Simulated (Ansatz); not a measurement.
Band gap (eV) of solids drawn from the class of layered crystals, at two levels: PBE in Ansatz (PAW), and LDA in Ansatz (PAW).

PBE values are at the measured cell, LDA values at the measured cell.

```tsv
solid	PBE	LDA	shift (eV)
1T (CdI2-type) CdI₂	2.35	2.16	-0.19
black phosphorus	0.00	0.00	0.00
1T (CdI2-type) MgI₂	3.49	3.33	-0.16
tetradymite Bi₂Te₃	0.29	0.21	-0.08
rhombohedral A7 As	0.00	0.00	0.00
2H MoTe₂	0.71	0.68	-0.03
litharge SnO	0.06	0.13	+0.07
1T (CdI2-type) ZrSe₂	0.24	0.16	-0.08
1T (CdI2-type) SnS₂	1.38	1.18	-0.20
litharge PbO	1.20	1.16	-0.04
```

The shifts run from -0.20 eV to +0.07 eV, with a median of -0.06 eV.

Over all 10 rows LDA is the larger in 1.

Ansatz's runs of these crystals have no spin polarisation.

Spin–orbit coupling is included only where a level's name says +SOC; with heavier elements it mostly lowers gaps and can invert bands. A gap of zero means that the bands touch or overlap. Density-functional gaps are differences of (generalised) Kohn–Sham levels. Ansatz's density-functional and Hartree–Fock values are scalar-relativistic unless marked +SOC, with PAW data made under PBE.

Ansatz is a program for electronic structure.
